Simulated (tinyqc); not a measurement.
Worked calculation (part 1 of 2): UHF in the sto-3g basis, for HF, spin multiplicity 1. This run ends on a higher stationary point, not on the lowest solution. Computed by tinyqc, a small Python program that keeps every step (integrals from PySCF). Settings: charge = 0, multiplicity = 1, basis = sto-3g, energy threshold = 1e-09, iteration cap = 60, orthogonalisation = symmetric, start = core, DIIS depth = 3, method = UHF, break = 0.2. Command: `OMP_NUM_THREADS=1 python tinyqc.py 31279 31280 out.jsonl` (the two numbers bound the seeds that draw the settings). One thread of a shared host (Intel(R) Xeon(R) Processor @ 2.60GHz), about 0.1 s of CPU time with the checks. Later iterations appear only in the table of the cycle.

## One-electron integrals

Geometry (angstrom):

| atom | x | y | z |
|---|---|---|---|
| F | 0.0000 | 0.0000 | 0.0000 |
| H | 0.0000 | 0.0000 | 1.5760 |

Basis sto-3g: exponents (1/bohr^2) and contraction coefficients of normalised primitives:

| element | l (shell) | exponent | coefficient |
|---|---|---|---|
| F | s (1) | 166.6791 | 0.1543 |
| F | s (1) | 30.3608 | 0.5353 |
| F | s (1) | 8.2168 | 0.4446 |
| F | s (2) | 6.4648 | -0.1000 |
| F | s (2) | 1.5023 | 0.3995 |
| F | s (2) | 0.4886 | 0.7001 |
| F | p (3) | 6.4648 | 0.1559 |
| F | p (3) | 1.5023 | 0.6077 |
| F | p (3) | 0.4886 | 0.3920 |
| H | s (1) | 3.4253 | 0.1543 |
| H | s (1) | 0.6239 | 0.5353 |
| H | s (1) | 0.1689 | 0.4446 |

Overlap, kinetic and nuclear-attraction integrals over the contracted functions; the nuclear repulsion is the sum of Za Zb / Rab.

nuclear repulsion = 3.021951 hartree

overlap S:
```
         1F 1s   1F 2s  1F 2px  1F 2py  1F 2pz   2H 1s
1F 1s   1.0000  0.2380  0.0000  0.0000  0.0000  0.0108
1F 2s   0.2380  1.0000  0.0000  0.0000  0.0000  0.1408
1F 2px  0.0000  0.0000  1.0000  0.0000  0.0000  0.0000
1F 2py  0.0000  0.0000  0.0000  1.0000  0.0000  0.0000
1F 2pz  0.0000  0.0000  0.0000  0.0000  1.0000  0.1332
2H 1s   0.0108  0.1408  0.0000  0.0000  0.1332  1.0000
```

kinetic energy T (hartree):
```
          1F 1s    1F 2s  1F 2px  1F 2py  1F 2pz    2H 1s
1F 1s   36.9846  -0.2129  0.0000  0.0000  0.0000  -0.0030
1F 2s   -0.2129   1.0380  0.0000  0.0000  0.0000  -0.0175
1F 2px   0.0000   0.0000  3.2480  0.0000  0.0000   0.0000
1F 2py   0.0000   0.0000  0.0000  3.2480  0.0000   0.0000
1F 2pz   0.0000   0.0000  0.0000  0.0000  3.2480   0.0084
2H 1s   -0.0030  -0.0175  0.0000  0.0000  0.0084   0.7600
```

nuclear attraction V (hartree):
```
           1F 1s     1F 2s    1F 2px    1F 2py    1F 2pz    2H 1s
1F 1s   -77.3454   -9.2567    0.0000    0.0000   -0.0051  -0.4309
1F 2s    -9.2567  -11.8770    0.0000    0.0000   -0.0638  -1.1150
1F 2px    0.0000    0.0000  -11.7758    0.0000    0.0000   0.0000
1F 2py    0.0000    0.0000    0.0000  -11.7758    0.0000   0.0000
1F 2pz   -0.0051   -0.0638    0.0000    0.0000  -11.8021  -0.8714
2H 1s    -0.4309   -1.1150    0.0000    0.0000   -0.8714  -4.2398
```

core Hamiltonian H = T + V (hartree):
```
           1F 1s     1F 2s   1F 2px   1F 2py   1F 2pz    2H 1s
1F 1s   -40.3608   -9.4696   0.0000   0.0000  -0.0051  -0.4339
1F 2s    -9.4696  -10.8390   0.0000   0.0000  -0.0638  -1.1325
1F 2px    0.0000    0.0000  -8.5278   0.0000   0.0000   0.0000
1F 2py    0.0000    0.0000   0.0000  -8.5278   0.0000   0.0000
1F 2pz   -0.0051   -0.0638   0.0000   0.0000  -8.5540  -0.8630
2H 1s    -0.4339   -1.1325   0.0000   0.0000  -0.8630  -3.4798
```

## Two-electron integrals

Functions are numbered as in S; the eight-fold symmetry (ij|kl) = (ji|kl) = (kl|ij) leaves the list below.

Two-electron integrals (ij|kl) in chemists' order, unique and non-zero (hartree):
```
(11|11) 5.4035     (21|11) 0.8419     (21|21) 0.1563     (22|11) 1.2680
(22|21) 0.2923     (22|22) 0.9262     (31|31) 0.0280     (32|31) 0.0432
(32|32) 0.2046     (33|11) 1.2645     (33|21) 0.2924     (33|22) 0.9260
(33|33) 0.9975     (41|41) 0.0280     (42|41) 0.0432     (42|42) 0.2046
(43|43) 0.0538     (44|11) 1.2645     (44|21) 0.2924     (44|22) 0.9260
(44|33) 0.8900     (44|44) 0.9975     (51|51) 0.0280     (52|51) 0.0432
(52|52) 0.2046     (53|53) 0.0538     (54|54) 0.0538     (55|11) 1.2645
(55|21) 0.2924     (55|22) 0.9260     (55|33) 0.8900     (55|44) 0.8900
(55|55) 0.9975     (61|11) 0.0387     (61|21) 0.0071     (61|22) 0.0133
(61|33) 0.0133     (61|44) 0.0133     (61|51) 2.64e-04   (61|52) 0.0005
(61|55) 0.0133     (61|61) 3.28e-04   (62|11) 0.1151     (62|21) 0.0270
(62|22) 0.0977     (62|33) 0.0963     (62|44) 0.0963     (62|51) 0.0018
(62|52) 0.0150     (62|55) 0.1004     (62|61) 0.0012     (62|62) 0.0137
(63|31) 0.0026     (63|32) 0.0163     (63|53) 0.0030     (63|63) 0.0019
(64|41) 0.0026     (64|42) 0.0163     (64|54) 0.0030     (64|64) 0.0019
(65|11) 0.0865     (65|21) 0.0205     (65|22) 0.0798     (65|33) 0.0767
(65|44) 0.0767     (65|51) 0.0037     (65|52) 0.0272     (65|55) 0.0858
(65|61) 0.0010     (65|62) 0.0138     (65|65) 0.0158     (66|11) 0.3348
(66|21) 0.0797     (66|22) 0.3333     (66|33) 0.3257     (66|44) 0.3257
(66|51) 0.0050     (66|52) 0.0607     (66|55) 0.3485     (66|61) 0.0037
(66|62) 0.0656     (66|65) 0.0783     (66|66) 0.7746
```

## Orthogonalisation

S = U s U^T; symmetric (Loewdin) form X = U s^(-1/2) U^T, so that X^T S X = 1.

eigenvalues of S: 0.7189  0.8840  1.0000  1.0000  1.1056  1.2915

X:
```
          1F 1s    1F 2s  1F 2px  1F 2py   1F 2pz    2H 1s
1F 1s    1.0223  -0.1244  0.0000  0.0000  -0.0009   0.0077
1F 2s   -0.1244   1.0302  0.0000  0.0000   0.0074  -0.0738
1F 2px   0.0000   0.0000  1.0000  0.0000   0.0000   0.0000
1F 2py   0.0000   0.0000  0.0000  1.0000   0.0000   0.0000
1F 2pz  -0.0009   0.0074  0.0000  0.0000   1.0068  -0.0682
2H 1s    0.0077  -0.0738  0.0000  0.0000  -0.0682   1.0146
```

## Starting guess

The start is the orbitals of the core Hamiltonian, with HOMO and LUMO mixed by +/-0.2 rad for the two spins; D(s) = C_occ C_occ^T for each spin.

D(alpha) at the start:
```
          1F 1s    1F 2s   1F 2px   1F 2py   1F 2pz    2H 1s
1F 1s    1.0605  -0.2546  -0.0005   0.0026  -0.0023   0.0118
1F 2s   -0.2546   1.0719   0.0037  -0.0200   0.0123  -0.0502
1F 2px  -0.0005   0.0037   0.9987   0.0071   0.0028  -0.0362
1F 2py   0.0026  -0.0200   0.0071   0.9619  -0.0153   0.1947
1F 2pz  -0.0023   0.0123   0.0028  -0.0153   1.0123  -0.0605
2H 1s    0.0118  -0.0502  -0.0362   0.1947  -0.0605   0.0460
```

D(beta) at the start:
```
          1F 1s    1F 2s   1F 2px   1F 2py   1F 2pz    2H 1s
1F 1s    1.0605  -0.2546   0.0005  -0.0026  -0.0023   0.0118
1F 2s   -0.2546   1.0719  -0.0037   0.0200   0.0123  -0.0502
1F 2px   0.0005  -0.0037   0.9987   0.0071  -0.0028   0.0362
1F 2py  -0.0026   0.0200   0.0071   0.9619   0.0153  -0.1947
1F 2pz  -0.0023   0.0123  -0.0028   0.0153   1.0123  -0.0605
2H 1s    0.0118  -0.0502   0.0362  -0.1947  -0.0605   0.0460
```

## Iteration 1: building the Fock matrix

J_ij = sum D_kl (ij|kl) with D = D(alpha) + D(beta), K_ij = sum D_kl (ik|jl) for each spin; F = H + J - K(s); E = tr D H + tr D J / 2 - 0.5 sum_s tr D(s) K(s) + E_nn.

Coulomb J (hartree):
```
          1F 1s   1F 2s  1F 2px  1F 2py  1F 2pz   2H 1s
1F 1s   20.8283  3.9890  0.0000  0.0000  0.0011  0.1821
1F 2s    3.9890  9.8750  0.0000  0.0000  0.0057  1.0076
1F 2px   0.0000  0.0000  9.8682  0.0015  0.0000  0.0000
1F 2py   0.0000  0.0000  0.0015  9.8602  0.0000  0.0000
1F 2pz   0.0011  0.0057  0.0000  0.0000  9.8702  0.8100
2H 1s    0.1821  1.0076  0.0000  0.0000  0.8100  3.3683
```

exchange K(alpha) (hartree):
```
          1F 1s   1F 2s   1F 2px   1F 2py   1F 2pz    2H 1s
1F 1s    5.5525  0.9712   0.0000  -0.0003   0.0001   0.0475
1F 2s    0.9712  1.6075   0.0000   0.0002   0.0015   0.1448
1F 2px   0.0000  0.0000   1.3275   0.0067  -0.0002  -0.0112
1F 2py  -0.0003  0.0002   0.0067   1.2927   0.0011   0.0603
1F 2pz   0.0001  0.0015  -0.0002   0.0011   1.3299   0.0881
2H 1s    0.0475  0.1448  -0.0112   0.0603   0.0881   0.0541
```

exchange K(beta) (hartree):
```
         1F 1s    1F 2s  1F 2px   1F 2py   1F 2pz    2H 1s
1F 1s   5.5525   0.9712  0.0000   0.0003   0.0001   0.0475
1F 2s   0.9712   1.6075  0.0000  -0.0002   0.0015   0.1448
1F 2px  0.0000   0.0000  1.3275   0.0067   0.0002   0.0112
1F 2py  0.0003  -0.0002  0.0067   1.2927  -0.0011  -0.0603
1F 2pz  0.0001   0.0015  0.0002  -0.0011   1.3299   0.0881
2H 1s   0.0475   0.1448  0.0112  -0.0603   0.0881   0.0541
```

F(alpha) (hartree):
```
           1F 1s    1F 2s   1F 2px   1F 2py   1F 2pz    2H 1s
1F 1s   -25.0849  -6.4518   0.0000   0.0003  -0.0042  -0.2993
1F 2s    -6.4518  -2.5714   0.0000  -0.0002  -0.0596  -0.2696
1F 2px    0.0000   0.0000   0.0129  -0.0052   0.0002   0.0112
1F 2py    0.0003  -0.0002  -0.0052   0.0397  -0.0011  -0.0603
1F 2pz   -0.0042  -0.0596   0.0002  -0.0011  -0.0138  -0.1411
2H 1s    -0.2993  -0.2696   0.0112  -0.0603  -0.1411  -0.1655
```

F(beta) (hartree):
```
           1F 1s    1F 2s   1F 2px   1F 2py   1F 2pz    2H 1s
1F 1s   -25.0849  -6.4518   0.0000  -0.0003  -0.0042  -0.2993
1F 2s    -6.4518  -2.5714   0.0000   0.0002  -0.0596  -0.2696
1F 2px    0.0000   0.0000   0.0129  -0.0052  -0.0002  -0.0112
1F 2py   -0.0003   0.0002  -0.0052   0.0397   0.0011   0.0603
1F 2pz   -0.0042  -0.0596  -0.0002   0.0011  -0.0138  -0.1411
2H 1s    -0.2993  -0.2696  -0.0112   0.0603  -0.1411  -0.1655
```

total energy of this density = -97.939861 hartree

## Iteration 1: diagonalisation and new density

Diagonalise F' = X^T F X, C = X C', fill 5 alpha and 5 beta electrons from the bottom; D(s) = C_occ C_occ^T. Each column has its largest component positive (the first on a tie).

F' = X^T F X (alpha) (hartree):
```
          1        2        3        4        5        6
1  -24.6192  -3.3564   0.0000  -0.0002  -0.0029  -0.0069
2   -3.3564  -1.4298  -0.0008   0.0042  -0.0457  -0.1216
3    0.0000  -0.0008   0.0129  -0.0052  -0.0006   0.0114
4   -0.0002   0.0042  -0.0052   0.0397   0.0030  -0.0611
5   -0.0029  -0.0457  -0.0006   0.0030   0.0039  -0.1301
6   -0.0069  -0.1216   0.0114  -0.0611  -0.1301  -0.1240
```

orbital energies (alpha) (hartree): MO1 -25.0952, MO2 -0.9747, MO3 -0.1958, MO4 0.0119, MO5 0.0294, MO6 0.1079

coefficients C (alpha):
```
            MO1      MO2      MO3     MO4      MO5      MO6
1F 1s    0.9947  -0.2623   0.0472  0.0000  -0.0021  -0.0135
1F 2s    0.0214   1.0132  -0.2214  0.0000   0.0012   0.0792
1F 2px   0.0000  -0.0009  -0.0390  0.9831  -0.1508  -0.0957
1F 2py   0.0000   0.0047   0.2098  0.1828   0.8109   0.5147
1F 2pz   0.0004   0.0626   0.4447  0.0000  -0.5638   0.7064
2H 1s   -0.0017   0.0733   0.8148  0.0000   0.1613  -0.5868
```

F' = X^T F X (beta) (hartree):
```
          1        2        3        4        5        6
1  -24.6192  -3.3564   0.0000   0.0002  -0.0029  -0.0069
2   -3.3564  -1.4298   0.0008  -0.0042  -0.0457  -0.1216
3    0.0000   0.0008   0.0129  -0.0052   0.0006  -0.0114
4    0.0002  -0.0042  -0.0052   0.0397  -0.0030   0.0611
5   -0.0029  -0.0457   0.0006  -0.0030   0.0039  -0.1301
6   -0.0069  -0.1216  -0.0114   0.0611  -0.1301  -0.1240
```

orbital energies (beta) (hartree): MO1 -25.0952, MO2 -0.9747, MO3 -0.1958, MO4 0.0119, MO5 0.0294, MO6 0.1079

coefficients C (beta):
```
            MO1      MO2      MO3     MO4      MO5      MO6
1F 1s    0.9947  -0.2623   0.0472  0.0000   0.0021  -0.0135
1F 2s    0.0214   1.0132  -0.2214  0.0000  -0.0012   0.0792
1F 2px   0.0000   0.0009   0.0390  0.9831  -0.1508   0.0957
1F 2py   0.0000  -0.0047  -0.2098  0.1828   0.8109  -0.5147
1F 2pz   0.0004   0.0626   0.4447  0.0000   0.5638   0.7064
2H 1s   -0.0017   0.0733   0.8148  0.0000  -0.1613  -0.5868
```

D(alpha) after iteration 1:
```
          1F 1s    1F 2s   1F 2px   1F 2py   1F 2pz    2H 1s
1F 1s    1.0605  -0.2549  -0.0013   0.0069   0.0062   0.0171
1F 2s   -0.2549   1.0761   0.0076  -0.0408  -0.0356  -0.1059
1F 2px  -0.0013   0.0076   0.9908   0.0493   0.0676  -0.0562
1F 2py   0.0069  -0.0408   0.0493   0.7350  -0.3636   0.3020
1F 2pz   0.0062  -0.0356   0.0676  -0.3636   0.5195   0.2760
2H 1s    0.0171  -0.1059  -0.0562   0.3020   0.2760   0.6953
```

D(beta) after iteration 1:
```
          1F 1s    1F 2s   1F 2px   1F 2py   1F 2pz    2H 1s
1F 1s    1.0605  -0.2549   0.0013  -0.0069   0.0062   0.0171
1F 2s   -0.2549   1.0761  -0.0076   0.0408  -0.0356  -0.1059
1F 2px   0.0013  -0.0076   0.9908   0.0493  -0.0676   0.0562
1F 2py  -0.0069   0.0408   0.0493   0.7350   0.3636  -0.3020
1F 2pz   0.0062  -0.0356  -0.0676   0.3636   0.5195   0.2760
2H 1s    0.0171  -0.1059   0.0562  -0.3020   0.2760   0.6953
```

## Iteration 2: building the Fock matrix

As before.

Coulomb J (hartree):
```
          1F 1s   1F 2s  1F 2px  1F 2py  1F 2pz   2H 1s
1F 1s   19.5246  3.6911  0.0000  0.0000  0.0048  0.1686
1F 2s    3.6911  9.0540  0.0000  0.0000  0.0801  0.9623
1F 2px   0.0000  0.0000  9.0841  0.0106  0.0000  0.0000
1F 2py   0.0000  0.0000  0.0106  9.0290  0.0000  0.0000
1F 2pz   0.0048  0.0801  0.0000  0.0000  9.0229  0.8049
2H 1s    0.1686  0.9623  0.0000  0.0000  0.8049  3.9601
```

exchange K(alpha) (hartree):
```
         1F 1s    1F 2s   1F 2px   1F 2py   1F 2pz    2H 1s
1F 1s   5.5323   0.9406   0.0000   0.0001   0.0007   0.0465
1F 2s   0.9406   1.4708   0.0018  -0.0097  -0.0031   0.1723
1F 2px  0.0000   0.0018   1.2833   0.0465   0.0593  -0.0122
1F 2py  0.0001  -0.0097   0.0465   1.0419  -0.3191   0.0655
1F 2pz  0.0007  -0.0031   0.0593  -0.3191   0.8916   0.2085
2H 1s   0.0465   0.1723  -0.0122   0.0655   0.2085   0.5930
```

exchange K(beta) (hartree):
```
          1F 1s    1F 2s   1F 2px   1F 2py   1F 2pz    2H 1s
1F 1s    5.5323   0.9406   0.0000  -0.0001   0.0007   0.0465
1F 2s    0.9406   1.4708  -0.0018   0.0097  -0.0031   0.1723
1F 2px   0.0000  -0.0018   1.2833   0.0465  -0.0593   0.0122
1F 2py  -0.0001   0.0097   0.0465   1.0419   0.3191  -0.0655
1F 2pz   0.0007  -0.0031  -0.0593   0.3191   0.8916   0.2085
2H 1s    0.0465   0.1723   0.0122  -0.0655   0.2085   0.5930
```

F(alpha) (hartree):
```
           1F 1s    1F 2s   1F 2px   1F 2py   1F 2pz    2H 1s
1F 1s   -26.3684  -6.7192   0.0000  -0.0001  -0.0010  -0.3118
1F 2s    -6.7192  -3.2557  -0.0018   0.0097   0.0194  -0.3426
1F 2px    0.0000  -0.0018  -0.7270  -0.0359  -0.0593   0.0122
1F 2py   -0.0001   0.0097  -0.0359  -0.5407   0.3191  -0.0655
1F 2pz   -0.0010   0.0194  -0.0593   0.3191  -0.4227  -0.2666
2H 1s    -0.3118  -0.3426   0.0122  -0.0655  -0.2666  -0.1127
```

F(beta) (hartree):
```
           1F 1s    1F 2s   1F 2px   1F 2py   1F 2pz    2H 1s
1F 1s   -26.3684  -6.7192   0.0000   0.0001  -0.0010  -0.3118
1F 2s    -6.7192  -3.2557   0.0018  -0.0097   0.0194  -0.3426
1F 2px    0.0000   0.0018  -0.7270  -0.0359   0.0593  -0.0122
1F 2py    0.0001  -0.0097  -0.0359  -0.5407  -0.3191   0.0655
1F 2pz   -0.0010   0.0194   0.0593  -0.3191  -0.4227  -0.2666
2H 1s    -0.3118  -0.3426  -0.0122   0.0655  -0.2666  -0.1127
```

total energy of this density = -98.272756 hartree

## Iteration 2: DIIS over 2 matrices

error matrix X^T (FDS - SDF) X (alpha):
```
         1        2        3        4        5        6
1   0.0000  -0.0002  -0.0002   0.0013   0.0014  -0.0004
2   0.0002   0.0000   0.0065  -0.0348  -0.0432   0.0293
3   0.0002  -0.0065   0.0000   0.0000  -0.0053   0.0191
4  -0.0013   0.0348   0.0000   0.0000   0.0286  -0.1025
5  -0.0014   0.0432   0.0053  -0.0286   0.0000  -0.1030
6   0.0004  -0.0293  -0.0191   0.1025   0.1030   0.0000
```

B (overlaps of the stored error matrices):
```
                1               2
1   1.3355795e-01  -7.3822165e-02
2  -7.3822165e-02   1.0516834e-01
```

Minimise |sum c_i e_i|^2 with sum c_i = 1: solve [B -1; -1 0][c; lambda] = [0; -1] with B_ij = tr e_i^T e_j summed over both spins, and take F = sum c_i F_i.

DIIS coefficients: 0.4633  0.5367

extrapolated F(alpha) (hartree):
```
           1F 1s    1F 2s   1F 2px   1F 2py   1F 2pz    2H 1s
1F 1s   -25.7738  -6.5953   0.0000   0.0001  -0.0024  -0.3060
1F 2s    -6.5953  -2.9387  -0.0010   0.0051  -0.0172  -0.3088
1F 2px    0.0000  -0.0010  -0.3843  -0.0217  -0.0318   0.0117
1F 2py    0.0001   0.0051  -0.0217  -0.2718   0.1707  -0.0631
1F 2pz   -0.0024  -0.0172  -0.0318   0.1707  -0.2333  -0.2085
2H 1s    -0.3060  -0.3088   0.0117  -0.0631  -0.2085  -0.1372
```

extrapolated F(beta) (hartree):
```
           1F 1s    1F 2s   1F 2px   1F 2py   1F 2pz    2H 1s
1F 1s   -25.7738  -6.5953   0.0000  -0.0001  -0.0024  -0.3060
1F 2s    -6.5953  -2.9387   0.0010  -0.0051  -0.0172  -0.3088
1F 2px    0.0000   0.0010  -0.3843  -0.0217   0.0318  -0.0117
1F 2py   -0.0001  -0.0051  -0.0217  -0.2718  -0.1707   0.0631
1F 2pz   -0.0024  -0.0172   0.0318  -0.1707  -0.2333  -0.2085
2H 1s    -0.3060  -0.3088  -0.0117   0.0631  -0.2085  -0.1372
```

## Iteration 2: diagonalisation and new density

As before.

F' = X^T F X (alpha) (hartree):
```
          1        2        3        4        5        6
1  -25.3083  -3.3754   0.0002  -0.0012  -0.0068  -0.0062
2   -3.3754  -1.7868  -0.0021   0.0112   0.0018  -0.1416
3    0.0002  -0.0021  -0.3843  -0.0217  -0.0328   0.0141
4   -0.0012   0.0112  -0.0217  -0.2718   0.1763  -0.0760
5   -0.0068   0.0018  -0.0328   0.1763  -0.2085  -0.1896
6   -0.0062  -0.1416   0.0141  -0.0760  -0.1896  -0.0822
```

orbital energies (alpha) (hartree): MO1 -25.7831, MO2 -1.3280, MO3 -0.4342, MO4 -0.3883, MO5 -0.2449, MO6 0.1365

coefficients C (alpha):
```
            MO1      MO2      MO3     MO4      MO5      MO6
1F 1s    0.9950  -0.2631   0.0117  0.0000   0.0253   0.0244
1F 2s    0.0202   1.0224  -0.0545  0.0000  -0.1296  -0.1300
1F 2px   0.0000   0.0010   0.1212  0.9831  -0.1160   0.0727
1F 2py   0.0000  -0.0054  -0.6516  0.1828   0.6238  -0.3909
1F 2pz   0.0003   0.0175   0.7033  0.0000   0.3317  -0.6431
2H 1s   -0.0016   0.0402   0.1800  0.0000   0.6609   0.7542
```

F' = X^T F X (beta) (hartree):
```
          1        2        3        4        5        6
1  -25.3083  -3.3754  -0.0002   0.0012  -0.0068  -0.0062
2   -3.3754  -1.7868   0.0021  -0.0112   0.0018  -0.1416
3   -0.0002   0.0021  -0.3843  -0.0217   0.0328  -0.0141
4    0.0012  -0.0112  -0.0217  -0.2718  -0.1763   0.0760
5   -0.0068   0.0018   0.0328  -0.1763  -0.2085  -0.1896
6   -0.0062  -0.1416  -0.0141   0.0760  -0.1896  -0.0822
```

orbital energies (beta) (hartree): MO1 -25.7831, MO2 -1.3280, MO3 -0.4342, MO4 -0.3883, MO5 -0.2449, MO6 0.1365

coefficients C (beta):
```
            MO1      MO2      MO3     MO4      MO5      MO6
1F 1s    0.9950  -0.2631   0.0117  0.0000   0.0253   0.0244
1F 2s    0.0202   1.0224  -0.0545  0.0000  -0.1296  -0.1300
1F 2px   0.0000  -0.0010  -0.1212  0.9831   0.1160  -0.0727
1F 2py   0.0000   0.0054   0.6516  0.1828  -0.6238   0.3909
1F 2pz   0.0003   0.0175   0.7033  0.0000   0.3317  -0.6431
2H 1s   -0.0016   0.0402   0.1800  0.0000   0.6609   0.7542
```

D(alpha) after iteration 2:
```
          1F 1s    1F 2s   1F 2px   1F 2py   1F 2pz    2H 1s
1F 1s    1.0600  -0.2528  -0.0018   0.0095   0.0123   0.0066
1F 2s   -0.2528   1.0655   0.0095  -0.0508  -0.0633  -0.0543
1F 2px  -0.0018   0.0095   0.9947   0.0284   0.0468  -0.0548
1F 2py   0.0095  -0.0508   0.0284   0.8472  -0.2514   0.2948
1F 2pz   0.0123  -0.0633   0.0468  -0.2514   0.6049   0.3465
2H 1s    0.0066  -0.0543  -0.0548   0.2948   0.3465   0.4709
```

D(beta) after iteration 2:
```
          1F 1s    1F 2s   1F 2px   1F 2py   1F 2pz    2H 1s
1F 1s    1.0600  -0.2528   0.0018  -0.0095   0.0123   0.0066
1F 2s   -0.2528   1.0655  -0.0095   0.0508  -0.0633  -0.0543
1F 2px   0.0018  -0.0095   0.9947   0.0284  -0.0468   0.0548
1F 2py  -0.0095   0.0508   0.0284   0.8472   0.2514  -0.2948
1F 2pz   0.0123  -0.0633  -0.0468   0.2514   0.6049   0.3465
2H 1s    0.0066  -0.0543   0.0548  -0.2948   0.3465   0.4709
```
